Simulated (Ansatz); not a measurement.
# HPN, doublet in cc-pVDZ: errors against UCCSDTQ

Geometry: that of the HPN, quartet, kept fixed.

```xyz
3

N     0.0000    0.0521    1.2556
P     0.0000   -0.0674   -0.5434
H     0.0000    1.3455   -0.7511
```

Basis cc-pVDZ; Ansatz 0.2.0. Only valence electrons are correlated (noble-gas cores frozen), which leaves 11 electrons in 31 orbitals. Prefix R: restricted or restricted open-shell reference; prefix U: unrestricted. Active spaces: valence = (11e, 9o) chosen from the atoms' valence shells.

Full CI isn't at hand for all of this; UCCSDTQ serves as the reference, and is uncertain by the last step of the cluster series or more. The frozen core follows each run's orbitals, which can shift R against U totals by a few meV.

Unrestricted rows (U) aren't spin-pure: their determinants' ⟨S²⟩ exceeds S(S+1) by up to 0.82, so they mix in states of higher spin. For open shells CISD is restricted-active-space CI with the open shells as a complete middle space.

- UHF ⟨S²⟩: 1.570
- T1 diagnostic (RCCSD): 0.0449
- largest doubles amplitude (RCCSD): 0.218
- T1 diagnostic (UCCSD): 0.0700

```
                   level  E − E(UCCSDTQ) (kJ/mol)  share of correlation (%)    wall time
                     RHF                    847.8                      0.00            –
                     UHF                    704.6                     16.89            –
                    RMP2                    125.5                     85.20            –
                    UMP2                    176.2                     79.21            –
                    CISD                    130.8                     84.57        1.5 s
                   RCCSD                     50.5                     94.04            –
                   UCCSD                     46.2                     94.55            –
                RCCSD(T)                      9.2                     98.91          4 s
                UCCSD(T)                     16.9                     98.01        4.4 s
                 BCCD(T)                     10.8                     98.72        3.3 s
                  RCCSDT                      5.4                     99.36            –
                  UCCSDT                      4.3                     99.49            –
               RCCSDT(Q)                     -0.3                    100.03         17 s
               UCCSDT(Q)                     -0.8                    100.10         17 s
                 RCCSDTQ                      0.2                     99.98  83 s (H100)
  CASSCF (valence space)                    508.0                     40.08            –
  NEVPT2 (valence space)                    104.2                     87.71        2.6 s
  MRCISD (valence space)                     36.6                     95.68            –
MRCISD+Q (valence space)                      1.5                     99.82        4.1 s
```

The correlation energy at UCCSDTQ, counted from RHF, is -8.786 eV. That run took 86 s on 2 threads of AMD EPYC 7R13 with a shared H100 80 GB, shared host.

Times hold each run's SCF and search for its determinant on a shared host, so for small cases they say little of a method's own cost; rows without a card ran on 1 thread of AMD EPYC 7R13. Some runs computed forces too.

Natural occupations of CASSCF (valence space) about the gap: 1.990 1.970 1.946 1.800 1.005 0.206 0.059 0.030; effectively unpaired electrons, Σ n²(2−n)², 1.30.
